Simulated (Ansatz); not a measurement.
**C₄H₆FN: one species, many methods**

An exercise on one series of results from a longer session: the logs are not shown, and one member is left open.

Program: Ansatz 0.2.0, Gaussian basis. Level of theory: functionals in def2-TZVPP, the program's frozen cores in correlated methods. These are calculated values, not measurements.

The runs, in order: PBE-D4, r2SCAN-D4, PBE0-D4, B3LYP-D4, ωB97X-V, ωB97M-V, B2PLYP; CCSD(T)/def2-TZVPP; MP2/def2-QZVPP; extrapolation to the limit.

### The geometry

The geometry comes from an earlier relaxation with PBE0-D4 in a triple-zeta def2 set; it is a stationary point, not always the lowest conformer.

SMILES `CNC#CCF`, 12 atoms, charge 0, spin multiplicity 1.

Atoms are counted from 1 here; the program's logs count them from 0.

Bond lengths: C1–N2 1.452 Å, C1–H7 1.091 Å, C1–H8 1.090 Å, C1–H9 1.096 Å, N2–C3 1.329 Å, N2–H10 1.008 Å, C3–C4 1.208 Å, C4–C5 1.439 Å, C5–F6 1.393 Å, C5–H11 1.095 Å, C5–H12 1.095 Å. Angles: N2–C1–H7 109.0°, N2–C1–H8 109.1°, N2–C1–H9 112.8°, H7–C1–H8 108.3°, H7–C1–H9 109.1°, H8–C1–H9 108.6°, C1–N2–C3 119.6°, C1–N2–H10 115.6°, C3–N2–H10 115.5°, N2–C3–C4 177.5°, C3–C4–C5 179.5°, C4–C5–F6 112.8°, C4–C5–H11 110.6°, C4–C5–H12 110.6°, F6–C5–H11 107.0°, F6–C5–H12 107.0°, H11–C5–H12 108.5°.

Set-up of the first run:

File in.yaml:

```yaml
crystal:
  periodic: [false, false, false]
  atoms:
    - {symbol: C, position_ang: [1.090662, -1.197567, 1.636085]}
    - {symbol: N, position_ang: [1.387033, -0.354338, 0.492199]}
    - {symbol: C, position_ang: [0.389915, 0.149098, -0.227256]}
    - {symbol: C, position_ang: [-0.528327, 0.557571, -0.896643]}
    - {symbol: C, position_ang: [-1.615082, 1.055151, -1.698558]}
    - {symbol: F, position_ang: [-2.331460, 2.069851, -1.067584]}
    - {symbol: H, position_ang: [2.017333, -1.647589, 1.993995]}
    - {symbol: H, position_ang: [0.419518, -1.997846, 1.323859]}
    - {symbol: H, position_ang: [0.618775, -0.647579, 2.457946]}
    - {symbol: H, position_ang: [2.196471, 0.238656, 0.587285]}
    - {symbol: H, position_ang: [-2.325880, 0.254107, -1.924941]}
    - {symbol: H, position_ang: [-1.242055, 1.465285, -2.642387]}
basis:
  gaussian: {orbitals: def2-TZVPP}
hamiltonian: {xc: pbe, dispersion: d4}
output: {forces: true, orbitals: {seedname: orbitals}}
```

Run with:

```
> ansatz run in.yaml --threads 4 --pin off --events-out ev --progress --plain --max-ram 10444MiB
```

Among the steps run: PBE-D4 (GGA); r2SCAN-D4 (meta-GGA); PBE0-D4 (hybrid); B3LYP-D4 (hybrid); ωB97X-V (range-separated); ωB97M-V (range-separated); B2PLYP (double hybrid); CCSD(T) in def2-TZVPP; MP2 in def2-QZVPP.

One table of the session follows, with a row left open; its other results are not shown here.

| method | atoms, summed (eV) | atomisation energy (kcal/mol) |
| --- | --- | --- |
| PBE-D4 | -8391.525 | 1211.0 |
| r2SCAN-D4 | -8398.519 | 1169.4 |
| PBE0-D4 | -8393.290 | 1179.5 |
| B3LYP-D4 | -8403.555 | 1171.4 |
| ωB97X-V | -8400.420 | 1168.2 |
| ωB97M-V | -8399.831 | 1170.8 |
| B2PLYP | -8397.098 | 1159.1 |
| HF/def2-TZVPP | -8369.769 | 822.5 |
| MP2/def2-TZVPP | -8384.928 | 1160.2 |
| CCSD/def2-TZVPP | ? | ? |
| CCSD(T)/def2-TZVPP | -8388.290 | 1131.4 |
| MP2/CBS | -8387.787 | 1191.7 |
| CCSD(T)/CBS | -8391.149 | 1163.0 |

**Question.** Estimate the row for CCSD/def2-TZVPP.

As computed: atoms, summed (eV): -8387.914; atomisation energy (kcal/mol): 1110.5. In the column «atoms, summed (eV)» it lies between CCSD(T)/def2-TZVPP (-8388.290) and MP2/CBS (-8387.787).

Caveats from the session: Free atoms (4 C, 1 N, 1 F, 6 H) were run apart at each level; the atomisation energy is their sum less the molecule, without zero-point or spin-orbit terms.
